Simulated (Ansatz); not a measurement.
Methyl acrylate, relaxed with RKS PBE-D4/def2-SVP in the Gaussian-basis code of Ansatz from a rough embedded geometry. The force threshold is 0.03 eV/Å; the program also tests the step.

Charge 0, multiplicity 1.

Start:

```xyz
12

C     1.360    0.489    1.975
C     0.344   -0.020    1.381
C     0.237    0.138   -0.071
O     0.954    0.647   -0.841
O    -0.939   -0.479   -0.473
C    -1.204   -0.410   -1.850
H     2.166    1.000    1.491
H     1.478    0.334    3.093
H    -0.479   -0.546    1.934
H    -0.432   -0.896   -2.413
H    -2.160   -0.893   -2.049
H    -1.325    0.636   -2.177
```

```json
{"step": "1", "energy (eV)": "-8323.2496", "largest force (eV/Å)": "4.280", "largest move (Å)": "0.000"}
{"step": "2", "energy (eV)": "-8323.6027", "largest force (eV/Å)": "1.326", "largest move (Å)": "0.082"}
{"step": "3", "energy (eV)": "-8323.6206", "largest force (eV/Å)": "0.577", "largest move (Å)": "0.097"}
{"step": "4", "energy (eV)": "-8323.6252", "largest force (eV/Å)": "0.685", "largest move (Å)": "0.104"}
{"step": "5", "energy (eV)": "-8323.6540", "largest force (eV/Å)": "0.239", "largest move (Å)": "0.085"}
{"step": "6", "energy (eV)": "-8323.6582", "largest force (eV/Å)": "0.130", "largest move (Å)": "0.029"}
{"step": "7", "energy (eV)": "-8323.6587", "largest force (eV/Å)": "0.024", "largest move (Å)": "0.008"}
```

End:

```xyz
12

C     1.402    0.476    2.041
C     0.327   -0.031    1.411
C     0.176    0.109   -0.063
O     0.958    0.664   -0.816
O    -0.978   -0.477   -0.480
C    -1.227   -0.402   -1.885
H     2.176    1.001    1.458
H     1.533    0.384    3.129
H    -0.475   -0.563    1.946
H    -0.414   -0.892   -2.459
H    -2.186   -0.921   -2.059
H    -1.292    0.653   -2.221
```

Run time 7.5 s (4 threads of a server CPU on a shared host); peak host memory 0.17 GiB.
